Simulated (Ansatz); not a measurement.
A made-up structure of CH$_{2}$BS (charge +1), closed shell:

B1  (-0.865, -0.366, -1.163)
C2  (-0.060, 0.135, 0.084)
S3  (0.586, 0.941, 1.496)
H4  (-1.507, -0.820, -2.212)
H5  (1.845, 0.111, 1.794)
(Å)

It is relaxed with PBE-D4/def2-SVP and then PBE0-D4/def2-TZVP (Ansatz 0.2.0). Atoms count as bonded within 1.22 times the sum of their covalent radii (H–H: 0.88 Å). The end point is not checked to be a true minimum.

Problem. Does its bonding change? (A judgement: the text doesn't fix the answer.)

Solution. By the calculation: No: no bond forms or breaks.

Where it ends: The first stage lowers the energy by 1.15 eV in 6 steps. It ends as CH₂BS ([BH][C][SH]), total charge +1:
B1  (-0.772, -0.327, -1.038)
C2  (-0.054, 0.121, 0.075)
S3  (0.524, 0.840, 1.336)
H4  (-1.345, -0.733, -1.975)
H5  (1.647, 0.099, 1.601)
(Å)

Labels in which every atom is bracketed show which atoms are joined, not bond orders.

For scale, one of the runs: PBE0-D4/def2-TZVP relaxation, 111 basis functions, launched by `ansatz run in.yaml --threads 2 --pin off --events-out ev --progress --plain --max-ram 4352MiB`. Hardware: 2 CPU threads of an Arm Neoverse N1, shared host. Wall time about 17 s.
